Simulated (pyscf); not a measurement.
Optimised with ωB97X-D3(BJ)/def2-SVP in PySCF.

### Question
H₃C–ZnH + H₂O -> CH₄ + HO–ZnH
Surface: singlet. Broken: C–Zn, H–O. Formed: C–H, O–Zn. Give ΔE‡ and ΔE from ωB97M-D3(BJ)/def2-TZVP, relative to the separated reactants.

### Answer
ΔE‡ = 74.8 kJ/mol, ΔE = -69.8 kJ/mol. Zero-point energy shifts the barrier by -4.8 kJ/mol. It is a four-centre exchange, with an imaginary mode of 1406i cm⁻¹. On the reactant side the descent ends in a complex, 32.7 kJ/mol under the separated species and 104.7 kJ/mol under the saddle at ωB97X-D3(BJ)/def2-TZVP. This is the saddle that the search found; another between the same sides may lie lower. Elements up to Kr have no core potential and no relativistic terms here.
